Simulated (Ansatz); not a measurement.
# AlFH6Si: the cost of one run

Method: PBE0-D4/def2-SVP; program: Ansatz 0.2.0, Gaussian basis.

23 further runs of the same task are left out: 1 that didn't finish, 22 set aside as unsound or not needed.

### Step 1. The system as given

The first end: 9 atoms, charge 0, spin multiplicity 1.

Atoms are counted from 1 here; the program's logs count them from 0.

Bond lengths: Al1–F2 1.667 Å, Al1–H3 1.579 Å, Al1–H4 1.580 Å, Si5–H6 1.515 Å, Si5–H7 1.483 Å, Si5–H8 1.476 Å, Si5–H9 1.476 Å. Angles: F2–Al1–H3 116.7°, F2–Al1–H4 116.5°, H3–Al1–H4 125.1°, H6–Si5–H7 103.5°, H6–Si5–H8 108.0°, H6–Si5–H9 108.2°, H7–Si5–H8 111.5°, H7–Si5–H9 111.4°, H8–Si5–H9 113.5°.

Geometry (Å):

```mol
AlFH6Si
  3D, bonds by distance, orders not assigned

  9  7  0  0  0  0  0  0  0  0999 V2000
   -1.2915   -0.4942   -0.9862 Al  0  0
   -1.7142   -0.5653    0.6252 F   0  0
   -0.8638   -1.8528   -1.6685 H   0  0
   -1.6792    0.8274   -1.7595 H   0  0
    1.1070    0.4233    0.8119 Si  0  0
    0.6023    0.0677   -0.5716 H   0  0
    2.4961    0.8802    0.5670 H   0  0
    1.0766   -0.8000    1.6374 H   0  0
    0.2665    1.5138    1.3442 H   0  0
  1  2  8  0
  1  3  8  0
  1  4  8  0
  5  6  8  0
  5  7  8  0
  5  8  8  0
  5  9  8  0
M  END
```

The second end:

```xyz
9
AlFH6Si
Al   -0.8902   -0.2387   -1.4228
F    -0.5069   -0.5591    0.5542
H    -0.7016   -1.7127   -1.9830
H    -2.3330    0.4170   -1.3218
Si    0.7839    0.2083    1.2593
H     0.3785    0.7476   -1.4688
H     2.0009   -0.2489    0.5666
H     0.7250   -0.2714    2.6563
H     0.5433    1.6581    1.1600
```

### Step 2. The band at PBE0-D4/def2-SVP

neb/in.yaml reads:

```yaml
crystal:
  periodic: [false, false, false]
  atoms:
    - {symbol: Al, position_ang: [-1.291479, -0.494151, -0.986205]}
    - {symbol: F, position_ang: [-1.714238, -0.565295, 0.625155]}
    - {symbol: H, position_ang: [-0.863755, -1.852827, -1.668520]}
    - {symbol: H, position_ang: [-1.679191, 0.827395, -1.759533]}
    - {symbol: Si, position_ang: [1.106959, 0.423272, 0.811920]}
    - {symbol: H, position_ang: [0.602312, 0.067663, -0.571588]}
    - {symbol: H, position_ang: [2.496089, 0.880220, 0.567012]}
    - {symbol: H, position_ang: [1.076630, -0.799973, 1.637445]}
    - {symbol: H, position_ang: [0.266473, 1.513796, 1.344216]}
basis:
  gaussian: {orbitals: def2-SVP}
hamiltonian: {xc: pbe0, dispersion: d4}
neb:
  images: 5
  climbing: true
  max_iterations: 40
  initial_path: idpp
  final_atoms:
    - {symbol: Al, position_ang: [-0.890159, -0.238728, -1.422849]}
    - {symbol: F, position_ang: [-0.506878, -0.559071, 0.554191]}
    - {symbol: H, position_ang: [-0.701612, -1.712747, -1.983029]}
    - {symbol: H, position_ang: [-2.333018, 0.416969, -1.321799]}
    - {symbol: Si, position_ang: [0.783853, 0.208252, 1.259338]}
    - {symbol: H, position_ang: [0.378473, 0.747571, -1.468833]}
    - {symbol: H, position_ang: [2.000890, -0.248878, 0.566560]}
    - {symbol: H, position_ang: [0.724962, -0.271415, 2.656339]}
    - {symbol: H, position_ang: [0.543288, 1.658148, 1.159981]}
```

Run with:

```sh
> ansatz run in.yaml --threads 2 --pin off --events-out ev --progress --plain --max-ram 4352MiB
```

**Question.** How long does this run take on 2 threads of Arm Neoverse V1, shared host?

About 1.9 min.
